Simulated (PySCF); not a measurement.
Species: C5H6O.
Cartesian coordinates in Å at the PBE0-D3(BJ)/def2-SVP level; atoms count from 1:
```
atom  x, y, z in Å
C1     2.3580   -0.9193   -0.1722
C2     1.2109   -0.6077   -0.4061
C3    -0.1622   -0.2279   -0.6627
C4    -1.2635   -0.6564    0.3319
O5    -1.7714    0.6687    0.4014
C6    -0.6390    1.1906   -0.2802
H7     3.3754   -1.1971    0.0315
H8    -0.4377   -0.4781   -1.6990
H9    -0.8630   -1.0103    1.2992
H10   -2.0073   -1.3800   -0.0400
H11   -0.9121    1.8585   -1.1136
H12    0.0591    1.7176    0.3951
```

All values: PBE0/def2-SVPD (PySCF, non-relativistic), on one gas-phase PBE0-D3(BJ)/def2-SVP geometry that isn't relaxed in the solvent. The solvent is an IEF-PCM continuum (cavity from Bondi-type radii × 1.2). The model holds no explicit solvent molecules, cavitation or dispersion.

Gas phase at PBE0/def2-SVPD: HOMO -7.53 eV, LUMO 0.52 eV, dipole 1.33 D.

Q: What does the continuum do to the energy, the frontier levels and the dipole at PBE0/def2-SVPD in benzene and acetonitrile?

A: 
```csv
solvent,ε,E(solvent) − E(gas) (kcal/mol),polarisation term (kcal/mol),distortion of the solute (kcal/mol),HOMO (eV),LUMO (eV),dipole (D)
benzene,2.271,-2.36,-2.49,0.13,-7.50,0.58,1.47
acetonitrile,35.69,-5.19,-5.86,0.67,-7.52,0.60,1.67
```

The polarisation term is half the interaction of the solute with the surface charges that it induces; the rest is the cost of distorting the solute's density. The sum is the electrostatic part of solvation alone. The atom shares or the degeneracy of the LUMO differ from the gas phase in benzene and acetonitrile, so that column needn't follow one orbital. From benzene to acetonitrile the lowering changes by a factor 2.20, Onsager's factor (ε − 1)/(2ε + 1) by 2.09 and ε itself by 15.7.

Q: Which radius a makes the point-dipole formula ΔE = −[(ε − 1)/(2ε + 1)]·μ²/a³ give the value in acetonitrile, with the gas-phase dipole?

A: μ = 0.523 au and |ΔE| = 0.00827 Eh give a = 1.33 Å; the farthest nucleus lies 3.64 Å from the centroid of the nuclei, so such a sphere wouldn't even hold the nuclei. The formula assumes a rigid point dipole at the centre of a sphere.

Q: Give the dipole vector in the frame of the coordinates (D, pointing from negative to positive charge), gas and acetonitrile.

A: Gas (0.92, -0.57, -0.77), solvent (1.09, -0.71, -1.04). Its length changes by +25 % and its direction by 3°.

Q: How does the static polarisability (PBE0/def2-SVPD, frozen core, with the continuum's full static response) change?

A: 
```tsv
medium	isotropic (au)	principal values (au)	⟨r²⟩ of the electrons (bohr²)
gas	60.2	48.1, 54.8, 77.7	581.7
benzene	68.0	54.4, 61.8, 87.8	581.6
acetonitrile	79.2	65.0, 72.3, 100.2	581.4
```

The isotropic value in acetonitrile is 1.32 times the gas-phase one; no cavity-field correction is applied. ⟨r²⟩ is taken about the centre of nuclear charge.
